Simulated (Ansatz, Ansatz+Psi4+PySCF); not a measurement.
```xyz
8

B     0.0000    0.0000    0.8809
B     0.0000    0.0000   -0.8809
H     0.9934    0.0000    0.0000
H    -0.9934    0.0000    0.0000
H     0.0000    1.0515    1.4667
H     0.0000   -1.0515    1.4667
H     0.0000    1.0515   -1.4667
H     0.0000   -1.0515   -1.4667
```

Basis set: cc-pVTZ (spherical functions). Correlated methods keep 2 orbitals frozen. Charge 0, multiplicity 1.

Computed with Ansatz (development build ahead of 0.2.0); each method stands on the lowest determinant of its kind that the runs found. Restricted open shells among the atoms or ions are ROHF, correlated in semicanonical orbitals with singles.

(1) Give the atomization energy at this shape (free ground-state atoms in the same class of orbitals less the molecule, no zero-point energy) of singlet B₂H₆ by RHF-MP2, RHF.

Results:

(1)

```
 method  atomization energy
RHF-MP2       2480.8 kJ/mol
    RHF       2045.2 kJ/mol
```
